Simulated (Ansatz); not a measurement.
A nudged elastic band was laid between two geometries of H$_{7}$SSi$_{2}$ (10 atoms, charge 1, multiplicity 1).

Method: RKS r2SCAN-D4/6-31G* (Ansatz 0.2.0).

```yaml
movable_images: 7
climbing_image: yes
spring: 5.0 eV/Å²
optimiser: fire
start_path: through a guess of the saddle point
force_threshold: 0.05 eV/Å
iteration_limit: 50
end_points: relaxed
largest_step: 0.5 Å
```

First end point:

```xyz
10
Properties=species:S:1:pos:R:3
Si -1.429 0.996 -0.563
S -0.420 -1.027 -0.375
Si 1.416 -0.707 0.918
H -2.438 0.740 -1.605
H -0.358 1.942 -0.937
H -1.948 1.162 0.808
H 0.165 -1.108 -1.591
H 2.104 0.469 0.350
H 0.781 -0.477 2.229
H 2.126 -1.990 0.765
```

Last end point:

```xyz
10
Properties=species:S:1:pos:R:3
Si -1.366 1.019 -0.660
S -0.103 -0.860 -0.793
Si 1.202 -0.875 1.063
H -2.278 0.650 0.438
H -1.971 1.081 -2.002
H -0.423 2.109 -0.340
H 0.809 -0.465 -1.711
H 1.782 0.480 1.153
H 0.190 -1.183 2.091
H 2.159 -1.954 0.761
```

Problem. What changes between the two ends?

Solution. No bond is made or broken. The dihedral H5–Si1–S2–Si3 goes from 49 to 169°. The two ends are copies of one structure, up to a mirror image or an exchange of like atoms.

Problem. Give the energies along the band, and the barrier.

Solution. The run converged. The highest image is number 4 of 0 to 8, 1.2 kcal/mol above the ends, which have the same energy within 2 meV. The order of the stationary point at the top wasn't checked. Limits of this set-up: the dipole of an ion depends on the origin.

```
image  path coordinate (Å)  energy (kcal/mol)  dihedral H5–Si1–S2–Si3 (°)
    0                 0.00                0.0                          49
    1                 0.54                0.2                          63
    2                 1.09                0.6                          78
    3                 1.63                1.0                          93
    4                 2.17                1.2                         108
    5                 2.72                0.9                         123
    6                 3.28                0.5                         139
    7                 3.84                0.1                         154
    8                 4.39                0.0                         169
```

Problem. What is the geometry of the highest image?

Solution. 
```xyz
10
Properties=species:S:1:pos:R:3
Si -1.453 1.029 -0.673
S -0.222 -0.893 -0.594
Si 1.327 -0.841 1.066
H -2.821 0.495 -0.781
H -0.946 1.693 -1.888
H -1.139 1.723 0.591
H 0.603 -0.646 -1.634
H 2.006 0.465 0.958
H 0.495 -1.020 2.269
H 2.149 -2.004 0.685
```

Time of the run: 13 min on 1 thread of Arm Neoverse V2, on a shared host, peak memory 0.13 GiB.
